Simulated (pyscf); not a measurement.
Br–B(Br)–Br (SMILES BrB(Br)Br) + NH₃ (SMILES N) → HBr (SMILES Br) + H₂N–B(Br)–Br (SMILES NB(Br)Br), a four-centre exchange (singlet surface; B–Br, H–N broken, Br–H, B–N formed). Structures and frequencies: ωB97X-D3(BJ)/def2-SVP in PySCF. Energies in kJ/mol from the separated reactants.

AM1 to PM7: differences of heats of formation from MOPAC, which are fitted to 298 K values and so differ in kind from electronic energies by zero-point and thermal terms. 

Quick PM7 single points give ΔE‡ = 27.9 kJ/mol and ΔE = -81.4 kJ/mol. What does ωB97M-D3(BJ)/def2-TZVP give, and how far is the quick result from it?

ωB97M-D3(BJ)/def2-TZVP gives ΔE‡ = 1.0 kJ/mol and ΔE = -71.4 kJ/mol. PM7 lies 26.9 kJ/mol over it in the barrier and 10.0 kJ/mol under it in the reaction energy, so on this step it does not hold to within 12.6 kJ/mol. ωB97M-D3(BJ)/def2-TZVP has limits of its own. On the reactant side the descent ends in an adduct with a B–N contact, 123.9 kJ/mol under the separated species and 130.0 kJ/mol under the saddle at ωB97X-D3(BJ)/def2-TZVP. What is counted as formed (B–N) is already present as a longer contact in the reactant adduct; forming that adduct is a step of its own. This is the saddle that the search found; another between the same sides may lie lower. In the def2 sets elements up to Kr have no core potential.
